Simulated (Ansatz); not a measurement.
A nudged elastic band was laid between two geometries of C₂H₅NS₂ (10 atoms, charge 0, multiplicity 1).

Theory: Ansatz, RKS PBE0-D4/6-31G*.

* movable images: 5
* climbing image: yes
* spring: 5.0 eV/Å²
* optimiser: quadratic models (default)
* start path: through a guess of the saddle point
* force threshold: 0.03 eV/Å
* iteration limit: 45
* end points: relaxed

Image 0:

```xyz
10
Properties=species:S:1:pos:R:3
N -1.014 -0.583 -1.046
C -0.202 -0.828 0.063
S 1.681 -0.658 0.020
C 0.367 0.285 0.850
S -0.040 1.965 0.332
H -0.716 0.237 -1.565
H -1.060 -1.381 -1.669
H -0.499 -1.710 0.626
H 0.361 0.165 1.931
H 1.205 2.457 0.460
```

Image 6:

```xyz
10
Properties=species:S:1:pos:R:3
N -0.728 -0.471 -1.244
C -0.155 -0.796 0.024
S 1.651 -0.941 0.091
C 0.502 0.327 0.737
S 0.374 1.942 -0.023
H -1.714 -0.250 -1.133
H -0.648 -1.248 -1.892
H -0.664 -1.529 0.657
H 0.429 0.340 1.822
H 1.037 2.574 0.965
```

Q: What changes between the two ends?

A: No bond is made or broken. The height of N1 over the plane of its neighbours goes from 0.34 to -0.37 Å.

Q: Give the energies along the band, and the barrier.

A: It converged. The highest image is number 4 of 0 to 6, 25.8 kJ/mol above the first end and 5.4 kJ/mol above the last; the last end lies 20.4 kJ/mol above the first. The profile has 2 maxima (images 2, 4) with wells between them (image 3): this band takes more than one step, which may be the mechanism or a detour left from its start path. A vibrational analysis at the climbing image gives one clearly imaginary mode, 197i cm⁻¹: a first-order saddle point.

```json
{"image": "0", "path coordinate (Å)": "0.00", "energy (kJ/mol)": "0.0", "height of N1 over the plane of its neighbours (Å)": "0.34"}
{"image": "1", "path coordinate (Å)": "0.77", "energy (kJ/mol)": "5.7", "height of N1 over the plane of its neighbours (Å)": "0.35"}
{"image": "2", "path coordinate (Å)": "1.54", "energy (kJ/mol)": "11.8", "height of N1 over the plane of its neighbours (Å)": "0.34"}
{"image": "3", "path coordinate (Å)": "2.31", "energy (kJ/mol)": "5.0", "height of N1 over the plane of its neighbours (Å)": "0.27"}
{"image": "4", "path coordinate (Å)": "3.09", "energy (kJ/mol)": "25.8", "height of N1 over the plane of its neighbours (Å)": "-0.31"}
{"image": "5", "path coordinate (Å)": "3.71", "energy (kJ/mol)": "22.8", "height of N1 over the plane of its neighbours (Å)": "-0.35"}
{"image": "6", "path coordinate (Å)": "4.33", "energy (kJ/mol)": "20.4", "height of N1 over the plane of its neighbours (Å)": "-0.37"}
```

Q: What is the geometry of the highest image?

A: 
```xyz
10
Properties=species:S:1:pos:R:3
N -0.682 -0.575 -1.245
C -0.107 -0.845 0.008
S 1.737 -1.047 0.122
C 0.621 0.260 0.678
S 0.664 1.882 -0.118
H -1.244 0.270 -1.243
H -1.192 -1.357 -1.632
H -0.612 -1.552 0.671
H 0.515 0.340 1.758
H 0.384 2.572 1.003
```

The run took 7.7 min on 1 thread of Intel(R) Xeon(R) Platinum 8488C (Sapphire Rapids) (shared host), peak memory 0.21 GiB.
